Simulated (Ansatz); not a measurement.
Geometry optimisation, RKS BLYP-D4/def2-SVP (Ansatz 0.2.0).

The input (input.yaml):

```yaml
crystal:
  periodic: [false, false, false]
  atoms:
    - { symbol: B, position_ang: [0.0, 0.0, 0.0] }
    - { symbol: O, position_ang: [0.0, 0.0, 1.76] }
    - { symbol: H, position_ang: [-0.9095, -0.2814, 2.0971] }
    - { symbol: "N", position_ang: [1.3423, 0.0, -0.775] }
    - { symbol: H, position_ang: [1.8089, -0.9179, -1.0268] }
    - { symbol: H, position_ang: [1.7937, 0.9179, -1.0532] }
    - { symbol: H, position_ang: [-1.0305, 0.0, -0.595] }
    - { symbol: H, position_ang: [0.0668, 1.4124, 0.4698] }
    - { symbol: H, position_ang: [0.0544, 1.1498, 1.3187] }
basis:
  gaussian: { orbitals: def2-SVP }
hamiltonian:
  xc: blyp
  dispersion: d4
relax:
  f_tol: 0.15
  max_steps: 25
  restrain:
    - { distance: [0, 7], at: 2.39, k: 30.0 }
    - { distance: [8, 1], at: 2.21, k: 30.0 }
    - { distance: [0, 1], at: 1.41, k: 30.0 }
    - { distance: [8, 7], at: 0.66, k: 30.0 }
output:
  orbitals: {}
```

Run as:

```bash
$ ansatz run input.yaml --threads 1 --pin off --max-ram 2048MiB --backend cpu --events-out ev --progress --plain --runs-dir out
```

Question: Where does it end, and by what steps?

Answer: It converged. The restraints hold the end off the free minimum. After 10 steps the energy has fallen by 3.713 eV (the restraints' own energy left out); H6 moved furthest, 1.10 Å.

```csv
step,energy less start (eV),largest force component (eV/Å),accepted
0,0.0000,3.383,yes
1,-0.4364,2.327,yes
2,-1.1936,2.875,yes
3,-2.0479,2.307,yes
4,-2.6919,1.211,yes
5,-2.9252,1.083,yes
6,-3.1364,1.443,yes
7,-3.3772,1.346,yes
8,-3.5882,1.408,yes
9,-3.6933,1.441,yes
10,-3.7131,1.435,yes
```

```xyz
9
Properties=species:S:1:pos:R:3
B 0.005 -0.141 0.015
O 0.043 -0.541 1.354
H -0.849 -0.600 1.741
N 1.212 -0.147 -0.714
H 2.095 -0.408 -0.277
H 1.289 0.166 -1.678
H -1.036 0.179 -0.534
H 0.222 2.098 0.855
H 0.146 1.676 1.433
```

Run time: 7.4 s on 1 thread of AMD EPYC 9R45 96-Core Processor (Zen 5), with other jobs on the host, peak memory 0.15 GiB.
